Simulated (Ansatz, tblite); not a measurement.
Removing an electron: [AlFH3]- (AlH3F⁻). Total charge -1; singlet. Geometry: PBE0-D4/def2-TZVPD. Ansatz, gas phase; energy differences of separate SCF runs; the oxidised species was run as a doublet alone.

```
atom   x (Å)   y (Å)   z (Å)
 Al1   0.022  -0.020  -0.005
  F2  -1.227   1.127   0.285
  H3   0.022  -1.114   1.220
  H4   1.459   0.774  -0.062
  H5  -0.276  -0.766  -1.438
```

The xTB rows come from tblite. Correlated methods freeze 6 core orbitals.

| level | −HOMO (eV) | vertical IE (eV) | −LUMO (eV) | HOMO–LUMO gap (eV) |
| --- | --- | --- | --- | --- |
| GFN1-xTB | 5.73 | 9.07 | -2.88 | 8.61 |
| GFN2-xTB | 5.27 | 8.48 | -2.03 | 7.30 |
| HF/def2-TZVPPD | – | 4.29 | – | – |
| PBE0-D4/def2-TZVPD | 2.31 | 4.62 | -4.14 | 6.46 |
| MP2/def2-TZVPPD | – | 4.95 | – | – |
| CCSD/def2-TZVPPD | – | 4.98 | – | – |
| CCSD(T)/def2-TZVPPD | – | 4.95 | – | – |

Relaxing the oxidised species (PBE0-D4/def2-TZVPD) changes its energy by -0.97 eV at PBE0-D4/def2-TZVPD, so the adiabatic ionisation energy to this nearest minimum is 3.66 eV.  Run but left out: PBE-D4/def2-TZVPD, r2SCAN-D4/def2-TZVPD (neutral doublet: an occupied level 0.04 to 0.30 eV above an empty one).  Raw xTB energy differences between charge states are shifted by several eV; the methods need an empirical correction for them.
